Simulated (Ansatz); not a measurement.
Input file:

```yaml
crystal:
  periodic: [false, false, false]
  atoms:
    - {symbol: B, position_ang: [0.000000, 0.000000, 0.148703]}
    - {symbol: N, position_ang: [0.000000, 0.000000, -1.471297]}
    - {symbol: H, position_ang: [0.000000, 0.000000, 1.322595]}
basis:
  gaussian: {orbitals: 6-31G}
magnetization: {spin_polarized: false, initial_magnetization: 2}
hamiltonian: {pseudopotentials: {relativity: scalar}}
correlation: {method: fic_mrcisd_q, electrons: valence, active_space: {window: {electrons: 1, orbitals: 3}, states: [{multiplicity: 2, weights: [1, 1, 1, 1]}], root: 3}}
```

```sh
$ ansatz run in.yaml --threads 1 --pin off --events-out ev --progress --plain --max-ram 2393MiB
```

**Question.** One thing in this input was set wrong on purpose, beside settings that are merely unusual. What is the gravest fault, and what does the program do?

**Answer.** Multiplicity of wrong parity. How the run ends: refused.
```
Error: a molecule whose nuclei and cores have a total charge of 13 cannot have a net charge of 0 together with 2 unpaired electrons
```
